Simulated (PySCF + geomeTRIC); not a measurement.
A geometry relaxed with BP86-D3(BJ)/def2-SVP (PySCF + geomeTRIC), charge 0, multiplicity 1:

```xyz
6

C     -0.4885    -0.0089     0.0112
H     -0.8480    -0.2443     1.0335
N      2.1426     0.0393    -0.0493
C      0.9718     0.0178    -0.0224
H     -0.9007     0.9760    -0.2885
H     -0.8777    -0.7796    -0.6848
```

Question: Write the SMILES of this molecule.

Answer: `CC#N`
